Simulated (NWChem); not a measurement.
Molecule: fluorine (F2); SMILES FF

Computed with NWChem. Coordinates come from a PBE0/def2-SVP optimisation. Level: PBE0/def2-SVP with SMD (1 M gas to 1 M solution), gas-phase geometry.

For solvent n-hexane:

* **solvation free energy (kcal/mol)**: 0.5
* **cavity-dispersion-structure term (kcal/mol)**: 0.5

Question: What are these values for solvent water?

Answer: 
- solvation free energy (kcal/mol): 2.2
- cavity-dispersion-structure term (kcal/mol): 2.3
